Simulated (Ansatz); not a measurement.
C2H6OS, SMILES CS(C)=O (connectivity only; charge and spin as stated), charge +1, multiplicity 2.

Coordinates come from a B3LYP-D3(BJ)/def2-SVP optimisation. The spin state was assumed, not searched.

Two levels are set side by side: PBE/def2-SVPD (Ansatz, a program for electronic structure) and CAM-B3LYP/def2-SVPD (Ansatz). Energy differences of separate SCF runs at the same geometry; the states with an electron removed or added have multiplicity 1 and 1. Differences are taken from unrounded values.

| quantity | CAM-B3LYP |
|---|---|
| vertical ionisation energy (eV) | 17.12 |
| vertical electron affinity (eV) | 8.47 |

What does PBE give, and how far is it from CAM-B3LYP? (Estimate from the structure and the level; the computed values follow.)


```tsv
quantity	PBE	PBE minus CAM-B3LYP
vertical ionisation energy (eV)	16.57	-0.55
vertical electron affinity (eV)	8.29	-0.18
```
